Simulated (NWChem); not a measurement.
# Correlation energy of HLi

SMILES: [LiH]
```xyz
2

Li     0.0000     0.0000     0.3994
H      0.0000     0.0000    -1.1982
```
Charge 0, spin multiplicity 1.

Program: NWChem. Structure: optimised with PBE0/def2-SVP, a minimum by its harmonic frequencies.

Basis set: 6-311G**. Each correlation energy counts from its own Hartree-Fock reference.

```json
[
 {"method": "MP2", "correlation energy (mHa)": "-36.0", "difference from CCSD(T)": "+10.2"},
 {"method": "SCS-MP2", "correlation energy (mHa)": "-42.9", "difference from CCSD(T)": "+3.2"},
 {"method": "CR-CCSD[T]", "correlation energy (mHa)": "-46.2", "difference from CCSD(T)": "0.0"},
 {"method": "CR-CCSD(T)", "correlation energy (mHa)": "-46.2", "difference from CCSD(T)": "0.0"},
 {"method": "CCSD", "correlation energy (mHa)": "-46.1", "difference from CCSD(T)": "+0.1"},
 {"method": "CCSD+T(CCSD)", "correlation energy (mHa)": "-46.2", "difference from CCSD(T)": "0.0"},
 {"method": "CCSD(T)", "correlation energy (mHa)": "-46.2", "difference from CCSD(T)": "0.0"},
 {"method": "CCSDT", "correlation energy (mHa)": "-46.2", "difference from CCSD(T)": "0.0"}
]
```

The values span 10.2 mHa, from CCSDT (lowest) to MP2 (highest). 

The correlated methods freeze no orbitals. The Pople sets run with spherical d functions. The structure started from a generated list of species. Coupled-cluster values serve here as a point of comparison, not as the truth.
